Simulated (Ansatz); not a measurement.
The same path of CH$_{5}$BO (8 atoms, charge 0, multiplicity 1) was run twice with different band settings. Lost on the way: B1–C2, B1–H6. Made: C2–H6.

The calculation used RKS PBE-D4/def2-SVP (Ansatz 0.2.0).

Relaxed end points:

```xyz
8
Properties=species:S:1:pos:R:3
B 0.431 -0.022 -0.053
C 0.707 -0.059 1.497
H -0.168 -0.315 2.131
H 1.517 -0.790 1.714
H 1.106 0.923 1.834
H 1.306 0.274 -0.854
O -0.772 -0.314 -0.623
H -1.449 -0.543 0.042
```

```xyz
8
Properties=species:S:1:pos:R:3
B -1.150 0.008 -1.694
C 1.156 -0.168 1.495
H 0.432 -1.007 1.529
H 1.734 -0.183 2.438
H 0.643 0.812 1.427
H 1.839 -0.296 0.636
O -1.346 0.017 -0.408
H -0.631 -0.028 0.267
```

Common settings: movable images 9; climbing image yes; spring 5.0 eV/Å²; optimiser quadratic models (default); start path through a guess of the saddle point; iteration limit 60; end points relaxed.

| run | force threshold |
| --- | --- |
| 1 | 0.05 eV/Å |
| 2 | 0.2 eV/Å |

Task: What does each run give, and how far can it be trusted?

Result: Run 1: converged after 30 iterations, highest image 4.023 eV above the first end. The profile has 2 maxima (images 1, 4) with wells between them (image 2): this band takes more than one step, which may be the mechanism or a detour left from its start path. Neighbouring images differ by up to 3.9 eV, so the band resolves the path poorly. A vibrational analysis at the climbing image gives one clearly imaginary mode, 1284i cm⁻¹: a first-order saddle point.
Run 2: converged after 20 iterations, highest image 4.023 eV above the first end. The threshold of 0.2 eV/Å is loose, so the images may lie well off the minimum-energy path. The profile has 2 maxima (images 1, 4) with wells between them (image 2): this band takes more than one step, which may be the mechanism or a detour left from its start path. Neighbouring images differ by up to 3.8 eV, so the band resolves the path poorly. Another band between the same ends (9 images) ends at a top of the same energy, where a vibrational analysis finds 1 clearly imaginary mode.
The orbitals stay closed-shell, which can raise the energy where a bond breaks towards radicals; this wasn't checked here.
